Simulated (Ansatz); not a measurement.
Frontier orbitals of C3H4FNO, SMILES `C=C(O)C(=N)F`.

The species carries charge 0 and has multiplicity 1. The structure was optimised at the PBE0-D4/def2-TZVP level. It is one conformer, not always the lowest. Basis def2-TZVPP, Ansatz.

Orbital energies of one run (eV). Highest occupied ones, from the top: -9.35, -11.23, -11.86, -13.45, -13.49, -14.33, -15.08, -16.49, -16.58, -16.93, -18.48, -19.23, -21.85, -24.66. Empty: 0.91, 2.31, 3.26, 3.93, 4.47, 4.83.

Q: Which functional gave them?
A. CAM-B3LYP
B. B3LYP
C. BLYP
D. ωB97M-V

A: D. HOMO energies: ωB97M-V -9.35, CAM-B3LYP -8.47, BLYP -5.80, B3LYP -6.93 eV.

B3LYP here is the variant with VWN-RPA as its local correlation; programs differ in this.
